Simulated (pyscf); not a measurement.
Structures and frequencies: ωB97X-D3(BJ)/def2-SVP in PySCF.

Task: Estimate by transition-state theory the rate constant of H₂N–SiH•–NH₂ + H₂ -> H₂N–SiH₂–NH₂ + H• (doublet surface; H–H broken, H–Si formed) at 600 K, with ωB97M-D3(BJ)/def2-TZVP energies (ideal gas, 1 atm, RRHO with modes under 100 cm⁻¹ raised to 100, one conformer, R ln 2 for chiral ones without a mode under 150 cm⁻¹; no tunnelling).

Result: The electronic barrier is 13.7 kcal/mol and the thermal terms add +14.5, so ΔG‡ = 28.2 kcal/mol. With k_BT/h = 1.25e+13 s⁻¹ and RT = 1.192 kcal/mol, and a volume of 8.18e-20 cm³ per molecule at 1 atm, k = 5.7e-17 cm³ molecule⁻¹ s⁻¹. Wigner's tunnelling factor for 802i cm⁻¹ would be 1.15. A shift of 1 kcal/mol in the barrier changes k by a factor 2.3. One saddle was located; it need not be the lowest between these sides. The angle at the transferred H is 171°.
